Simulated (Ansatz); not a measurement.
Basis-set extrapolation for `CC(O)C(N)=S` (PBE0-D4/def2-TZVP geometry, frozen core, Ansatz). Multiplicity 1, RHF reference.

```json
{"": "HF", "def2-TZVPP": "-644.637070", "def2-QZVPP": "-644.659607"}
{"": "MP2 correlation", "def2-TZVPP": "-1.125631", "def2-QZVPP": "-1.208010"}
{"": "CCSD(T) correlation", "def2-TZVPP": "-1.218677", "def2-QZVPP": "not run"}
```

Energies in hartree. Use E(X) = E(∞) + A·exp(−7.88·√X) for Hartree–Fock and E(X) = E(∞) + B·X^(−2.97) for correlation, with X = 3 and 4, and add CCSD(T) minus MP2 of the smaller set to the MP2 limit.

Question: What is the CCSD(T) energy at the basis-set limit?

Answer: HF limit: -644.659607 + (-0.022537) × 0.13774 = -644.66271. MP2 limit: -1.208010 + (-0.082379) × 0.74074 = -1.26903. Higher-order term: -1.218677 − (-1.125631) = -0.09305. Total: -646.02479 hartree, 443.8 kJ/mol below CCSD(T)/def2-TZVPP.
